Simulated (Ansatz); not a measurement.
Relaxation of C₂H₈S₂ (12 atoms, charge 0, multiplicity 1), to a largest force component of 0.02 eV/Å in at most 40 steps.

Level of theory: RKS B3LYP-D4/6-31G* (Ansatz).

```xyz
12
Properties=species:S:1:pos:R:3:forces:R:3
C 0.566 0.041 -1.894 -0.17 0.06 -0.14
S -0.936 1.060 -1.736 0.01 0.44 0.47
H 0.310 -1.007 -1.770 0.14 -0.25 0.03
H 1.238 0.359 -1.103 0.15 -0.03 0.14
H 1.024 0.215 -2.864 0.21 -0.06 -0.13
H -1.586 0.538 -2.772 -0.32 -0.20 -0.40
C -0.139 -0.629 2.284 0.01 0.20 -0.17
S 0.625 0.954 1.807 0.60 0.20 0.37
H -1.149 -0.453 2.640 -0.21 -0.14 0.13
H 0.470 -1.039 3.083 0.08 -0.17 0.18
H -0.141 -1.304 1.434 -0.07 -0.28 -0.07
H -0.282 1.267 0.890 -0.43 0.22 -0.41
```

**Question.** Where does it end, and by what steps?

**Answer.** The run converged. The force dipped under the threshold on the way, but the program's further checks kept it going. After 14 steps the energy has fallen by 0.079 eV; H11 moved furthest, 0.85 Å.

```
step  energy less start (eV)  largest force component (eV/Å)  accepted
   0                  0.0000                           0.599       yes
   1                 -0.0432                           0.162       yes
   2                 -0.0479                           0.124       yes
   3                 -0.0519                           0.195       yes
   4                 -0.0586                           0.191       yes
   5                 -0.0649                           0.286       yes
   6                 -0.0710                           0.172       yes
   7                 -0.0754                           0.021       yes
   8                 -0.0758                           0.073       yes
   9                 -0.0767                           0.072       yes
  10                 -0.0780                           0.075       yes
  11                 -0.0786                           0.018       yes
  12                 -0.0789                           0.014       yes
  13                 -0.0791                           0.019       yes
  14                 -0.0792                           0.019       yes
```

```xyz
12
Properties=species:S:1:pos:R:3
C 0.681 -0.036 -1.889
S -1.000 0.567 -1.464
H 0.688 -1.119 -2.035
H 1.307 0.213 -1.029
H 1.069 0.467 -2.778
H -1.618 0.163 -2.594
C -0.271 -0.521 2.099
S 0.748 0.984 1.831
H -0.995 -0.369 2.903
H 0.422 -1.313 2.394
H -0.780 -0.812 1.178
H -0.250 1.776 1.384
```

Time of the run: 45 s on 1 thread of Arm Neoverse V2, with other jobs on the host, peak memory 0.15 GiB.
